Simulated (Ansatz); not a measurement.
# AlClFH3: two geometries relaxed

Are the two ends of the reaction (ligand exchange) separate minima, and which lies lower? Each is relaxed from a guess. Meant to form: Al1–Cl5, H6–F2; to break: Al1–F2, H6–Cl5. The start is a guess near the saddle point, from which both ends are pulled out.

Method: RKS PBE-D4/cc-pVDZ, in Ansatz 0.2.0.

## 1. Starting point

Bond lengths: Al1–F2 2.040 Å, Al1–H3 1.560 Å, Al1–H4 1.560 Å, Al1–Cl5 2.530 Å. Angles: F2–Al1–H3 120.0°, F2–Al1–H4 120.0°, F2–Al1–Cl5 71.6°, H3–Al1–H4 120.0°, H3–Al1–Cl5 97.0°, H4–Al1–Cl5 101.2°.

As a file:

```xyz
6

Al    0.0000    0.0000    0.0000
F     0.0000    0.0000    2.0400
H     1.3510    0.0000   -0.7800
H    -1.3510    0.0000   -0.7800
Cl    0.1058   -2.3986    0.7978
H     0.0530   -1.2022    1.9224
```

## 2. A restrained relaxation towards end A

Springs on the bonds that form and break draw the guess towards this end; the thresholds are loose.

Contents of input.yaml:

```yaml
crystal:
  periodic: [false, false, false]
  atoms:
    - { symbol: Al, position_ang: [0.0, 0.0, 0.0] }
    - { symbol: F, position_ang: [0.0, 0.0, 2.04] }
    - { symbol: H, position_ang: [1.351, 0.0, -0.78] }
    - { symbol: H, position_ang: [-1.351, 0.0, -0.78] }
    - { symbol: Cl, position_ang: [0.1058, -2.3986, 0.7978] }
    - { symbol: H, position_ang: [0.053, -1.2022, 1.9224] }
basis:
  gaussian: { orbitals: cc-pVDZ }
hamiltonian:
  xc: pbe
  dispersion: d4
relax:
  f_tol: 0.15
  max_steps: 25
  restrain:
    - { distance: [0, 4], at: 3.43, k: 30.0 }
    - { distance: [5, 1], at: 2.12, k: 30.0 }
    - { distance: [0, 1], at: 1.69, k: 30.0 }
    - { distance: [5, 4], at: 1.37, k: 30.0 }
output:
  orbitals: {}
```

Launch:

```bash
$ ansatz run input.yaml --threads 1 --pin off --max-ram 2048MiB --backend cpu --events-out ev --progress --plain --runs-dir out
```

What it wrote, shortened:

```text
Warning: RAYON_NUM_THREADS=1 ignored (pool sized by the plan → 1); use --threads N
[...]
Functional definition: PBE
[...]
827 factors; their error is unknown
[...]
mean field -21875.04153090 eV, -803.8929488248 hartree, gradient 1.3e-5 eV, S^2 0.000000; 0 other end points of the search recorded, 0 dependent functions left out
[...]
reference -21875.04157005 eV, -803.8929502635 hartree; 21, 21 occupied and 44, 44 virtual orbitals, 827 factors
relax step   1: F+E_penalty+E_count = -21875.13393755 eV  Δ(F+E_penalty+E_count) = +0.000e0 eV  max|allowed force component| = 1.743e0 eV/Å  E_restraint = 27.54978277 eV  max|allowed force component, restraints' pulls added| = 3.285e1 eV/Å  Δτ_max = 0.0000 Å  (24 SCF iters, accepted)
[...]
relax step   7: F+E_penalty+E_count = -21875.35988178 eV  Δ(F+E_penalty+E_count) = -1.358e-2 eV  max|allowed force component| = 7.869e-1 eV/Å  E_restraint = 0.01602794 eV  max|allowed force component, restraints' pulls added| = 2.882e-1 eV/Å  Δτ_max = 0.1759 Å  (31 SCF iters, accepted)
[...]
relax step   8: F+E_penalty+E_count = -21875.37275930 eV  Δ(F+E_penalty+E_count) = -1.288e-2 eV  max|allowed force component| = 7.969e-1 eV/Å  E_restraint = 0.01546430 eV  max|allowed force component, restraints' pulls added| = 1.432e-2 eV/Å  Δτ_max = 0.0846 Å  (26 SCF iters, accepted)
  distance Al 0 - Cl 4 = 3.4244 Å
  distance H 5 - F 1 = 2.1155 Å
  distance Al 0 - F 1 = 1.7069 Å
  distance H 5 - Cl 4 = 1.3436 Å
827 factors; their error is unknown
mean field -21875.29251331 eV, -803.9021722582 hartree, gradient 9.1e-6 eV, S^2 0.000000; 1 other end points of the search recorded, 0 dependent functions left out
[...]
reference -21875.29255410 eV, -803.9021737573 hartree; 21, 21 occupied and 44, 44 virtual orbitals, 827 factors
Total energy: -21875.37280009 eV, -803.9051227430 hartree
Atom 0 at    -0.000796     0.247213    -0.094946 Å, force    -0.006780    -0.157679    -0.455859 eV/Å
Atom 1 at     0.006654     0.270811     1.611759 Å, force     0.007203    -0.126131     0.540308 eV/Å
Atom 2 at     1.429079     0.331025    -0.794468 Å, force     0.003638     0.002605     0.003166 eV/Å
Atom 3 at    -1.444827     0.261208    -0.771065 Å, force     0.003095    -0.000877    -0.001401 eV/Å
Atom 4 at     0.112887    -2.904815     1.238697 Å, force    -0.045779     0.796861     0.389140 eV/Å
Atom 5 at     0.055802    -1.806241     2.010222 Å, force     0.038622    -0.514780    -0.475354 eV/Å
Dipole moment:    -0.008856     0.162212    -0.126122 e Å
```

Run time: 12 s. Hardware: 1 thread of Arm Neoverse V2, shared host; peak memory 0.13 GiB.

The steps of the relaxation:

| step | energy from step 1 (eV) | largest force component (eV/Å) |
| --- | --- | --- |
| 1 | 0.0000 | 1.7426 |
| 2 | 0.1915 | 1.8553 |
| 3 | 0.0431 | 1.4430 |
| 4 | -0.0453 | 1.2949 |
| 5 | -0.1991 | 0.8878 |
| 6 | -0.2124 | 1.0306 |
| 7 | -0.2259 | 0.7869 |
| 8 | -0.2388 | 0.7969 |

Step 1 is the start. Energies and forces in the table leave out the springs, which the log lists apart; the run stops on the force with the springs' pull added.

After: Bond lengths: Al1–F2 1.707 Å, Al1–H3 1.594 Å, Al1–H4 1.595 Å, Cl5–H6 1.344 Å. Angles: F2–Al1–H3 115.7°, F2–Al1–H4 115.3°, H3–Al1–H4 128.7°.

Pairs that crossed the distance rule for bonds on the way: came closer Cl5–H6; moved apart Al1–Cl5.

## 3. End point A

It starts where the restrained run ended.

Contents of input.yaml:

```yaml
crystal:
  periodic: [false, false, false]
  atoms:
    - { symbol: Al, position_ang: [-0.000796, 0.247213, -0.094946] }
    - { symbol: F, position_ang: [0.006654, 0.270811, 1.611759] }
    - { symbol: H, position_ang: [1.429079, 0.331025, -0.794468] }
    - { symbol: H, position_ang: [-1.444827, 0.261208, -0.771065] }
    - { symbol: Cl, position_ang: [0.112887, -2.904815, 1.238697] }
    - { symbol: H, position_ang: [0.055802, -1.806241, 2.010222] }
basis:
  gaussian: { orbitals: cc-pVDZ }
hamiltonian:
  xc: pbe
  dispersion: d4
relax:
  f_tol: 0.03
  max_steps: 50
```

Launch:

```bash
$ ansatz run input.yaml --threads 1 --pin off --max-ram 2048MiB --backend cpu --events-out ev --progress --plain --runs-dir out
```

What it wrote, shortened:

```text
Warning: RAYON_NUM_THREADS=1 ignored (pool sized by the plan → 1); use --threads N
[...]
Functional definition: PBE
[...]
827 factors; their error is unknown
[...]
mean field -21875.29249605 eV, -803.9021716242 hartree, gradient 2.3e-5 eV, S^2 0.000000; 0 other end points of the search recorded, 0 dependent functions left out
[...]
reference -21875.29253710 eV, -803.9021731327 hartree; 21, 21 occupied and 44, 44 virtual orbitals, 827 factors
relax step   1: F+E_penalty+E_count = -21875.37274205 eV  Δ(F+E_penalty+E_count) = +0.000e0 eV  max|allowed force component| = 7.969e-1 eV/Å  Δτ_max = 0.0000 Å  (24 SCF iters, accepted)
[...]
relax step   5: F+E_penalty+E_count = -21875.56741985 eV  Δ(F+E_penalty+E_count) = -1.764e-2 eV  max|allowed force component| = 2.956e-1 eV/Å  Δτ_max = 0.0666 Å  (25 SCF iters, accepted)
[...]
827 factors; their error is unknown
mean field -21875.61841046 eV, -803.9141487578 hartree, gradient 1.0e-5 eV, S^2 0.000000; 1 other end points of the search recorded, 0 dependent functions left out
[...]
reference -21875.61844920 eV, -803.9141501815 hartree; 21, 21 occupied and 44, 44 virtual orbitals, 827 factors
Total energy: -21875.71098155 eV, -803.9175506825 hartree
Atom 0 at     0.015807    -0.351854    -0.122332 Å, force    -0.000083     0.006006    -0.009688 eV/Å
Atom 1 at     0.017187    -0.019615     1.887392 Å, force    -0.000134    -0.006478     0.020347 eV/Å
Atom 2 at     1.435546     0.170557    -0.618321 Å, force    -0.002226     0.000555    -0.003020 eV/Å
Atom 3 at    -1.436895     0.087973    -0.602766 Å, force     0.002232     0.000621    -0.002940 eV/Å
Atom 4 at     0.080922    -2.463397     0.687861 Å, force     0.000005    -0.006615     0.009481 eV/Å
Atom 5 at     0.046231    -1.024463     1.968365 Å, force     0.000206     0.005911    -0.014180 eV/Å
Dipole moment:    -0.003351     0.142436     0.152250 e Å
```

Wall time 27 s (1 thread of Arm Neoverse V2, shared host); peak memory 0.13 GiB.

Relaxation path:

| step | energy from step 1 (eV) | largest force component (eV/Å) |
| --- | --- | --- |
| 1 | 0.0000 | 0.7969 |
| 2 | -0.0760 | 0.5345 |
| 3 | -0.1551 | 0.4023 |
| 4 | -0.1770 | 0.6415 |
| 5 | -0.1947 | 0.2956 |
| 6 | -0.2028 | 0.2034 |
| 7 | -0.2121 | 0.0820 |
| 8 | -0.2179 | 0.1179 |
| 9 | -0.2247 | 0.1086 |
| 10 | -0.2330 | 0.1676 |
| 11 | -0.2477 | 0.1852 |
| 12 | -0.2711 | 0.2441 |
| 13 | -0.2977 | 0.2663 |
| 14x | -0.2659 | 2.0497 |
| 15 | -0.3071 | 1.0146 |
| 16 | -0.3310 | 0.3001 |
| 17 | -0.3334 | 0.2310 |
| 18 | -0.3380 | 0.0586 |
| 19 | -0.3382 | 0.0203 |

Step 1 is the start. 1 step was tried and not accepted (14; marked x where the table lists them).

After: Bond lengths: Al1–F2 2.037 Å, Al1–H3 1.592 Å, Al1–H4 1.592 Å, Al1–Cl5 2.263 Å, F2–H6 1.009 Å. Angles: Al1–F2–H6 85.2°, F2–Al1–H3 104.7°, F2–Al1–H4 104.7°, F2–Al1–Cl5 78.4°, H3–Al1–H4 129.0°, H3–Al1–Cl5 113.1°, H4–Al1–Cl5 113.1°.

Pairs that crossed the distance rule for bonds on the way: came closer Al1–Cl5, F2–H6; moved apart Cl5–H6.

## 4. A restrained relaxation towards end B

Springs on the bonds that form and break draw the guess towards this end; the thresholds are loose.

Contents of input.yaml:

```yaml
crystal:
  periodic: [false, false, false]
  atoms:
    - { symbol: Al, position_ang: [0.0, 0.0, 0.0] }
    - { symbol: F, position_ang: [0.0, 0.0, 2.04] }
    - { symbol: H, position_ang: [1.351, 0.0, -0.78] }
    - { symbol: H, position_ang: [-1.351, 0.0, -0.78] }
    - { symbol: Cl, position_ang: [0.1058, -2.3986, 0.7978] }
    - { symbol: H, position_ang: [0.053, -1.2022, 1.9224] }
basis:
  gaussian: { orbitals: cc-pVDZ }
hamiltonian:
  xc: pbe
  dispersion: d4
relax:
  f_tol: 0.15
  max_steps: 25
  restrain:
    - { distance: [0, 4], at: 2.23, k: 30.0 }
    - { distance: [5, 1], at: 0.92, k: 30.0 }
    - { distance: [0, 1], at: 2.89, k: 30.0 }
    - { distance: [5, 4], at: 2.57, k: 30.0 }
```

Launch:

```bash
$ ansatz run input.yaml --threads 1 --pin off --max-ram 2048MiB --backend cpu --events-out ev --progress --plain --runs-dir out
```

What it wrote:

```text
Warning: RAYON_NUM_THREADS=1 ignored (pool sized by the plan → 1); use --threads N
The last accepted step is kept in <dir> (removed where the run ends without a failure and the disk answers)
Engine: ansatz 0.2.0, aarch64-unknown-linux-gnu
Functional definition: PBE
  parameter kappa = 0.804
  parameter beta = 0.06672455060314922
  exchange = pbe_x(kappa = kappa, mu = beta*pi^2/3)
  correlation = pbe_c(beta = beta)
827 factors; their error is unknown
mean field evaluation 1: about -21873.2381 eV, gradient 2.9e1 eV
mean field evaluation 2: about -21870.5726 eV, gradient 5.3e1 eV
mean field evaluation 4: about -21875.0721 eV, gradient 2.5e0 eV
mean field evaluation 8: about -21875.0906 eV, gradient 2.9e-2 eV
mean field evaluation 16: about -21875.0415 eV, gradient 1.3e-5 eV
mean field -21875.04153090 eV, -803.8929488248 hartree, gradient 1.3e-5 eV, S^2 0.000000; 0 other end points of the search recorded, 0 dependent functions left out
the calculation of the forces begins
reference -21875.04157005 eV, -803.8929502635 hartree; 21, 21 occupied and 44, 44 virtual orbitals, 827 factors
relax step   1: F+E_penalty+E_count = -21875.13393755 eV  Δ(F+E_penalty+E_count) = +0.000e0 eV  max|allowed force component| = 1.743e0 eV/Å  E_restraint = 26.33599328 eV  max|allowed force component, restraints' pulls added| = 2.917e1 eV/Å  Δτ_max = 0.0000 Å  (24 SCF iters, accepted)
  distance Al 0 - Cl 4 = 2.5300 Å
  distance H 5 - F 1 = 1.2091 Å
  distance Al 0 - F 1 = 2.0400 Å
  distance H 5 - Cl 4 = 1.6428 Å
these checks for a lower state are left out or cut short: starts, cluster_reference, orbital_swaps, neighbouring_geometries, increment
827 factors; their error is unknown
mean field -21874.90061847 eV, -803.8877703884 hartree, gradient 1.4e-5 eV, S^2 0.000000; 0 other end points of the search recorded, 0 dependent functions left out
the calculation of the forces begins
reference -21874.90065797 eV, -803.8877718403 hartree; 21, 21 occupied and 44, 44 virtual orbitals, 827 factors
relax step   2: F+E_penalty+E_count = -21874.99099527 eV  Δ(F+E_penalty+E_count) = +1.429e-1 eV  max|allowed force component| = 2.227e0 eV/Å  E_restraint = 11.13938380 eV  max|allowed force component, restraints' pulls added| = 1.782e1 eV/Å  Δτ_max = 0.1949 Å  (32 SCF iters, accepted)
  distance Al 0 - Cl 4 = 2.4557 Å
  distance H 5 - F 1 = 1.0634 Å
  distance Al 0 - F 1 = 2.3217 Å
  distance H 5 - Cl 4 = 1.9800 Å
these checks for a lower state are left out or cut short: starts, cluster_reference, orbital_swaps, neighbouring_geometries, increment
827 factors; their error is unknown
mean field evaluation 32: about -21874.9260 eV, gradient 1.9e-5 eV
mean field -21874.92596029 eV, -803.8887016833 hartree, gradient 1.9e-5 eV, S^2 0.000000; 0 other end points of the search recorded, 0 dependent functions left out
the calculation of the forces begins
reference -21874.92600010 eV, -803.8887031463 hartree; 21, 21 occupied and 44, 44 virtual orbitals, 827 factors
relax step   3: F+E_penalty+E_count = -21875.01414742 eV  Δ(F+E_penalty+E_count) = -2.315e-2 eV  max|allowed force component| = 2.255e0 eV/Å  E_restraint = 2.55112641 eV  max|allowed force component, restraints' pulls added| = 7.981e0 eV/Å  Δτ_max = 0.1947 Å  (31 SCF iters, accepted)
  distance Al 0 - Cl 4 = 2.3450 Å
  distance H 5 - F 1 = 0.9257 Å
  distance Al 0 - F 1 = 2.6029 Å
  distance H 5 - Cl 4 = 2.2972 Å
these checks for a lower state are left out or cut short: starts, cluster_reference, orbital_swaps, neighbouring_geometries, increment
827 factors; their error is unknown
mean field -21875.09379930 eV, -803.8948696530 hartree, gradient 2.0e-5 eV, S^2 0.000000; 0 other end points of the search recorded, 0 dependent functions left out
the calculation of the forces begins
reference -21875.09383842 eV, -803.8948710907 hartree; 21, 21 occupied and 44, 44 virtual orbitals, 827 factors
relax step   4: F+E_penalty+E_count = -21875.17931544 eV  Δ(F+E_penalty+E_count) = -1.652e-1 eV  max|allowed force component| = 1.773e0 eV/Å  E_restraint = 0.05815418 eV  max|allowed force component, restraints' pulls added| = 1.840e0 eV/Å  Δτ_max = 0.1944 Å  (27 SCF iters, accepted)
  distance Al 0 - Cl 4 = 2.2249 Å
  distance H 5 - F 1 = 0.9177 Å
  distance Al 0 - F 1 = 2.8404 Å
  distance H 5 - Cl 4 = 2.5328 Å
these checks for a lower state are left out or cut short: starts, cluster_reference, orbital_swaps, neighbouring_geometries, increment
827 factors; their error is unknown
mean field -21875.09693264 eV, -803.8949848011 hartree, gradient 1.5e-5 eV, S^2 0.000000; 0 other end points of the search recorded, 0 dependent functions left out
the calculation of the forces begins
reference -21875.09697127 eV, -803.8949862208 hartree; 21, 21 occupied and 44, 44 virtual orbitals, 827 factors
relax step   5: F+E_penalty+E_count = -21875.18192631 eV  Δ(F+E_penalty+E_count) = -2.611e-3 eV  max|allowed force component| = 9.305e-1 eV/Å  E_restraint = 0.01467891 eV  max|allowed force component, restraints' pulls added| = 2.717e-1 eV/Å  Δτ_max = 0.1997 Å  (31 SCF iters, accepted)
  distance Al 0 - Cl 4 = 2.2211 Å
  distance H 5 - F 1 = 0.9390 Å
  distance Al 0 - F 1 = 2.8679 Å
  distance H 5 - Cl 4 = 2.5628 Å
these checks for a lower state are left out or cut short: starts, cluster_reference, orbital_swaps, neighbouring_geometries, increment
827 factors; their error is unknown
mean field -21875.15241241 eV, -803.8970236452 hartree, gradient 1.6e-5 eV, S^2 0.000000; 0 other end points of the search recorded, 0 dependent functions left out
the calculation of the forces begins
reference -21875.15245124 eV, -803.8970250722 hartree; 21, 21 occupied and 44, 44 virtual orbitals, 827 factors
relax step   6: F+E_penalty+E_count = -21875.23742377 eV  Δ(F+E_penalty+E_count) = -5.550e-2 eV  max|allowed force component| = 1.223e0 eV/Å  E_restraint = 0.05059199 eV  max|allowed force component, restraints' pulls added| = 2.610e0 eV/Å  Δτ_max = 0.1952 Å  (32 SCF iters, accepted)
  distance Al 0 - Cl 4 = 2.2174 Å
  distance H 5 - F 1 = 0.9712 Å
  distance Al 0 - F 1 = 2.8658 Å
  distance H 5 - Cl 4 = 2.5667 Å
these checks for a lower state are left out or cut short: starts, cluster_reference, orbital_swaps, neighbouring_geometries, increment
827 factors; their error is unknown
mean field -21875.16659015 eV, -803.8975446677 hartree, gradient 2.2e-5 eV, S^2 0.000000; 0 other end points of the search recorded, 0 dependent functions left out
the calculation of the forces begins
reference -21875.16662891 eV, -803.8975460920 hartree; 21, 21 occupied and 44, 44 virtual orbitals, 827 factors
relax step   7: F+E_penalty+E_count = -21875.25154982 eV  Δ(F+E_penalty+E_count) = -1.413e-2 eV  max|allowed force component| = 6.322e-1 eV/Å  E_restraint = 0.01035349 eV  max|allowed force component, restraints' pulls added| = 2.796e-2 eV/Å  Δτ_max = 0.0603 Å  (27 SCF iters, accepted)
  distance Al 0 - Cl 4 = 2.2168 Å
  distance H 5 - F 1 = 0.9365 Å
  distance Al 0 - F 1 = 2.8747 Å
  distance H 5 - Cl 4 = 2.5665 Å
827 factors; their error is unknown
mean field evaluation 64: about -21875.1666 eV, gradient 2.1e-5 eV
mean field -21875.16659015 eV, -803.8975446677 hartree, gradient 2.1e-5 eV, S^2 0.000000; 1 other end points of the search recorded, 0 dependent functions left out
the calculation of the forces begins
reference -21875.16662891 eV, -803.8975460920 hartree; 21, 21 occupied and 44, 44 virtual orbitals, 827 factors
Total energy: -21875.25158858 eV, -803.9006683022 hartree
Atom 0 at     0.020878    -0.464980    -0.444377 Å, force     0.005236    -0.300882     0.632208 eV/Å
Atom 1 at    -0.017351     0.029124     2.387319 Å, force    -0.011730     0.412963    -0.493405 eV/Å
Atom 2 at     1.450066     0.148326    -0.792090 Å, force    -0.023340    -0.000446     0.006831 eV/Å
Atom 3 at    -1.430715     0.098599    -0.779933 Å, force     0.016838    -0.010246    -0.001628 eV/Å
Atom 4 at     0.072040    -2.508499     0.413314 Å, force    -0.008794     0.454470    -0.093586 eV/Å
Atom 5 at     0.063883    -0.903371     2.415967 Å, force     0.021790    -0.555859    -0.050421 eV/Å
Dipole moment:     0.014892     0.078185    -0.034477 e Å
```

Wall time 11 s (1 thread of Arm Neoverse V2, shared host); peak memory 0.13 GiB.

Step by step:

| step | energy from step 1 (eV) | largest force component (eV/Å) |
| --- | --- | --- |
| 1 | 0.0000 | 1.7426 |
| 2 | 0.1429 | 2.2273 |
| 3 | 0.1198 | 2.2547 |
| 4 | -0.0454 | 1.7729 |
| 5 | -0.0480 | 0.9305 |
| 6 | -0.1035 | 1.2230 |
| 7 | -0.1176 | 0.6322 |

Step 1 is the start. Energies and forces in the table leave out the springs, which the log lists apart; the run stops on the force with the springs' pull added.

After: Bond lengths: Al1–H3 1.594 Å, Al1–H4 1.593 Å, Al1–Cl5 2.217 Å, F2–H6 0.936 Å. Angles: H3–Al1–H4 129.4°, H3–Al1–Cl5 114.7°, H4–Al1–Cl5 115.4°.

Pairs that crossed the distance rule for bonds on the way: came closer F2–H6; moved apart Al1–F2.

## 5. Relaxing end B

It starts where the restrained run ended.

Contents of input.yaml:

```yaml
crystal:
  periodic: [false, false, false]
  atoms:
    - { symbol: Al, position_ang: [0.020878, -0.46498, -0.444377] }
    - { symbol: F, position_ang: [-0.017351, 0.029124, 2.387319] }
    - { symbol: H, position_ang: [1.450066, 0.148326, -0.79209] }
    - { symbol: H, position_ang: [-1.430715, 0.098599, -0.779933] }
    - { symbol: Cl, position_ang: [0.07204, -2.508499, 0.413314] }
    - { symbol: H, position_ang: [0.063883, -0.903371, 2.415967] }
basis:
  gaussian: { orbitals: cc-pVDZ }
hamiltonian:
  xc: pbe
  dispersion: d4
relax:
  f_tol: 0.03
  max_steps: 50
```

Launch:

```bash
$ ansatz run input.yaml --threads 1 --pin off --max-ram 2048MiB --backend cpu --events-out ev --progress --plain --runs-dir out
```

What it wrote, shortened:

```text
Warning: RAYON_NUM_THREADS=1 ignored (pool sized by the plan → 1); use --threads N
[...]
Functional definition: PBE
[...]
827 factors; their error is unknown
[...]
mean field -21875.16661835 eV, -803.8975457037 hartree, gradient 1.4e-5 eV, S^2 0.000000; 0 other end points of the search recorded, 0 dependent functions left out
[...]
reference -21875.16665699 eV, -803.8975471238 hartree; 21, 21 occupied and 44, 44 virtual orbitals, 827 factors
relax step   1: F+E_penalty+E_count = -21875.25157801 eV  Δ(F+E_penalty+E_count) = +0.000e0 eV  max|allowed force component| = 6.323e-1 eV/Å  Δτ_max = 0.0000 Å  (24 SCF iters, accepted)
[...]
relax step   3: F+E_penalty+E_count = -21875.59151907 eV  Δ(F+E_penalty+E_count) = -1.746e-1 eV  max|allowed force component| = 6.911e-1 eV/Å  Δτ_max = 0.1970 Å  (26 SCF iters, accepted)
[...]
827 factors; their error is unknown
mean field -21875.61829177 eV, -803.9141443960 hartree, gradient 1.2e-5 eV, S^2 0.000000; 1 other end points of the search recorded, 0 dependent functions left out
[...]
reference -21875.61833045 eV, -803.9141458173 hartree; 21, 21 occupied and 44, 44 virtual orbitals, 827 factors
Total energy: -21875.71083632 eV, -803.9175453454 hartree
Atom 0 at     0.021639    -0.352662    -0.123462 Å, force    -0.001700     0.009915     0.011517 eV/Å
Atom 1 at     0.021596    -0.019706     1.888785 Å, force    -0.018986    -0.017824     0.000784 eV/Å
Atom 2 at     1.442648     0.166859    -0.617683 Å, force     0.003868    -0.005922    -0.003737 eV/Å
Atom 3 at    -1.428473     0.094889    -0.604642 Å, force     0.001317    -0.002650    -0.003927 eV/Å
Atom 4 at     0.071731    -2.464407     0.690988 Å, force    -0.006837     0.002816     0.000348 eV/Å
Atom 5 at     0.029660    -1.025774     1.966214 Å, force     0.022339     0.013665    -0.004985 eV/Å
Dipole moment:    -0.005157     0.140081     0.147457 e Å
```

Run time: 15 s. Hardware: 1 thread of Arm Neoverse V2, shared host; peak memory 0.13 GiB.

Relaxation path:

| step | energy from step 1 (eV) | largest force component (eV/Å) |
| --- | --- | --- |
| 1 | 0.0000 | 0.6323 |
| 2 | -0.1654 | 0.5569 |
| 3 | -0.3399 | 0.6911 |
| 4 | -0.3868 | 0.9052 |
| 5 | -0.4334 | 0.2530 |
| 6 | -0.4409 | 0.2499 |
| 7 | -0.4542 | 0.2104 |
| 8 | -0.4581 | 0.0550 |
| 9x | -0.4574 | 0.0945 |
| 10 | -0.4592 | 0.0223 |

Step 1 is the start. 1 step was tried and not accepted (9; marked x where the table lists them).

After: Bond lengths: Al1–F2 2.040 Å, Al1–H3 1.592 Å, Al1–H4 1.592 Å, Al1–Cl5 2.264 Å, F2–H6 1.009 Å. Angles: Al1–F2–H6 85.0°, F2–Al1–H3 104.7°, F2–Al1–H4 104.6°, F2–Al1–Cl5 78.3°, H3–Al1–H4 128.9°, H3–Al1–Cl5 113.4°, H4–Al1–Cl5 113.0°.

Pairs that crossed the distance rule for bonds on the way: came closer Al1–F2.

## 6. Outcome

| quantity | value |
| --- | --- |
| end A | 17 moves, 0.338 eV lower |
| end B | 8 moves, 0.459 eV lower |
| largest difference between the ends | 0.01 Å |
| end B relative to end A | +0.000 eV |

Both starts fell into the same minimum (no atom differs by more than 0.01 Å), so from this start no second minimum was found and no band was run; another arrangement could still be one.
